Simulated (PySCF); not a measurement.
# B: ionisation energy

B [He] 2s2 2p1 (2P) → B⁺ [He] 2s2 (1S), as a difference of total energies. All numbers are calculated (PySCF 2.14, no relativity, point nucleus, in def2-TZVPPD (6s3p3d1f, 37 functions)). Correlated levels: valence: 1s2 frozen. The calculations carry no spin-orbit coupling.

```json
{"method": "UHF", "ionisation energy (eV)": "8.042"}
{"method": "MP2 (valence)", "ionisation energy (eV)": "8.262"}
{"method": "SCS-MP2 (valence)", "ionisation energy (eV)": "8.232"}
{"method": "CCSD (valence)", "ionisation energy (eV)": "8.174"}
{"method": "CCSD(T) (valence)", "ionisation energy (eV)": "8.210"}
{"method": "CCSDT (valence)", "ionisation energy (eV)": "8.222"}
```

Errors of the correlated levels include the incompleteness of this basis and the frozen core.

The coupled-cluster amplitudes are large for B⁺ (T1 above 0.03 or a double amplitude above 0.15), so a single reference is strained.

Q: Which method comes closest to the reference value, and which is furthest?

A: The reference is 8.297 eV (measured; NIST levels, between the centres of gravity of the two terms). Closest: MP2 (valence) (error -0.035 eV); furthest: UHF (error -0.255 eV).
